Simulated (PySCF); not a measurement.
Compound: C₃H₇P.
Numbering: `[CH3:1][P:2]1[CH2:3][CH2:4]1`

NICS = −σ at a ghost point: NICS(0) at the centroid of the ring atoms, NICS(1) 1 Å to either side along the normal of their mean plane, zz for the tensor component along that normal. Level: GIAO PBE0/pcSseg-1 (PySCF, non-relativistic, gas phase) on the GFN2-xTB geometry, one conformer.

Ring bond lengths (Å), with Mayer bond orders in brackets: P2–C3 1.843 (0.94), C3–C4 1.505 (0.96), C4–P2 1.843 (0.94).

Task: What do the NICS probes read (ppm)?

Result: 
```csv
ring,type,NICS(0),"NICS(1), two faces","NICS(1)zz, two faces",rms pucker (Å),"centre to ring atoms, mean (Å)"
P2–C3–C4,3-membered ring with P; formal bonds all single,-39.1,-9.8 / -9.4,-25.5 / -23.4,0.00,1.00
```

Task: What do they say, and how far can they be read as aromaticity?

Result: 
- P2–C3–C4: mean NICS(1)zz -24.4 ppm, shielded. C3, C4 have four or more neighbours, and the NICS criterion for π rings isn't applied. NICS(0) lies 30 ppm below the mean NICS(1).

Task: At the second NICS(1) probe listed for ring P2–C3–C4, 1 Å off the ring, what do the in-plane components average?

Result: The isotropic value is a third of the trace: (3 × -9.4 − (-23.4))/2 = -2.4 ppm.
